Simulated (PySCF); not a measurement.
**Level sweep**

HF.
Atom-mapped SMILES: `[FH:1]` (hydrogens: H2 on F1)

PySCF, dipoles from the SCF density, polarisabilities from static response with core orbitals frozen. Isolated species at its PBE0-D3(BJ)/def2-SVP geometry, gas phase.

Q: Which levels come closest to the reference values?

A: 

| level | μ (D) | error (%) | α (au) | error (%) | anisotropy (au) |
| --- | --- | --- | --- | --- | --- |
| LDA/def2-SVPD | 1.825 | -0.1 | 5.88 | +8.9 | 1.36 |
| PBE/def2-SVPD | 1.774 | -2.9 | 5.89 | +9.1 | 1.39 |
| B3LYP/def2-SVPD | 1.831 | +0.2 | 5.57 | +3.2 | 1.42 |
| PBE0/def2-SVPD | 1.836 | +0.5 | 5.45 | +1.0 | 1.37 |
| BHandHLYP/def2-SVPD | 1.895 | +3.7 | 5.16 | -4.4 | 1.40 |
| CAM-B3LYP/def2-SVPD | 1.856 | +1.6 | 5.53 | +2.5 | 1.39 |
| wB97X-D/def2-SVPD | 1.847 | +1.1 | 5.48 | +1.5 | 1.33 |
| LC-wPBE/def2-SVPD | 1.849 | +1.2 | 5.52 | +2.2 | 1.29 |
| HF/def2-SVPD | 1.968 | +7.7 | 4.73 | -12.5 | 1.37 |
| PBE0/6-31G* | 1.867 | +2.2 | 2.71 | -49.9 | 2.47 |
| PBE0/def2-SVP | 1.861 | +1.9 | 2.55 | -52.7 | 2.55 |
| PBE0/6-31+G* | 2.007 | +9.9 | 3.71 | -31.2 | 1.68 |
| PBE0/aug-cc-pVDZ | 1.802 | -1.4 | 5.03 | -6.9 | 1.92 |
| PBE0/def2-TZVP | 1.926 | +5.4 | 3.45 | -36.0 | 2.24 |
| PBE0/def2-TZVPD | 1.804 | -1.3 | 5.60 | +3.8 | 1.19 |
| PBE0/aug-cc-pVTZ | 1.809 | -1.0 | 5.46 | +1.1 | 1.45 |

Reference dipole: 1.827 D (measured, gas; NIST CCCBDB Release 22 (SRD 101), experimental dipoles). Reference dipole: 1.806 D (computed, CCSD(T)/CBS, all electrons, equilibrium geometry, gas; Hait, Head-Gordon, J. Chem. Theory Comput. 14 (2018) 1969). Reference dipole: 1.827 D (measured, gas; Liu, Meijer, Perez-Rios, Phys. Chem. Chem. Phys. 22 (2020) 24191). Reference polarisability: 0.800 Å³ (measured, gas; NIST CCCBDB Release 22 (SRD 101), experimental polarizabilities). Reference polarisability: 0.819 Å³ (computed, CCSD(T)/CBS, static electronic, isotropic average, equilibrium geometry, gas; Hait, Head-Gordon, Phys. Chem. Chem. Phys. 20 (2018) 19800). Errors are taken against the first value of each kind. The anisotropy is √(½[(α1 − α2)² + (α2 − α3)² + (α3 − α1)²]). For the dipole, the smallest error is 0.1% (LDA/def2-SVPD) and the largest 9.9% (PBE0/6-31+G*). For the polarisability, the smallest error is 1.0% (PBE0/def2-SVPD) and the largest 52.7% (PBE0/def2-SVP). The dipole runs from 1.77 D (PBE/def2-SVPD) to 2.01 D (PBE0/6-31+G*). In one basis (def2-SVPD) the functionals order the polarisability from HF (lowest) to PBE (highest), a spread of 25%. With PBE0 the polarisability is 2.90 au without diffuse functions (mean of 6-31G*, def2-SVP and def2-TZVP) and 5.05 au with them (mean of 6-31+G*, def2-SVPD, aug-cc-pVDZ, def2-TZVPD and aug-cc-pVTZ). Measured values can belong to vibrating molecules; the computed ones are for one fixed geometry.
